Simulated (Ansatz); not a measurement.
Species: C$_{2}$H$_{6}$N (charge 0, doublet). It need not be the lowest isomer of its formula. 
Geometry from a B3LYP-D3(BJ)/def2-TZVP (Ansatz, an electronic-structure program) optimisation:
```xyz
9

C      1.1323    -0.4026     0.0357
C     -0.0608     0.5582     0.0396
N     -1.3458    -0.0877     0.0127
H      2.0718     0.1510     0.0859
H      1.0877    -1.0737     0.8947
H      1.1429    -1.0096    -0.8726
H      0.0072     1.2100    -0.8483
H     -0.0183     1.2183     0.9100
H     -1.2993    -0.8157    -0.7109
```
Charge 0, spin multiplicity 2.

Basis-set convergence of Hartree-Fock and MP2 correlation energies (hartree) with Ansatz. Cores are frozen in the correlated levels unless marked. UHF or UKS for open shells. Spin-orbit coupling is left out. No relativistic terms.

| basis | functions | E(HF) | E(corr, MP2) |
|---|---|---|---|
| cc-pVDZ | 72 | -133.64132 | -0.42599 |
| cc-pVTZ | 174 | [?] | [?] |

Task: Complete the blanks.

Result: 
- cc-pVTZ, E(HF): -133.68063
- cc-pVTZ, E(corr, MP2): -0.52886
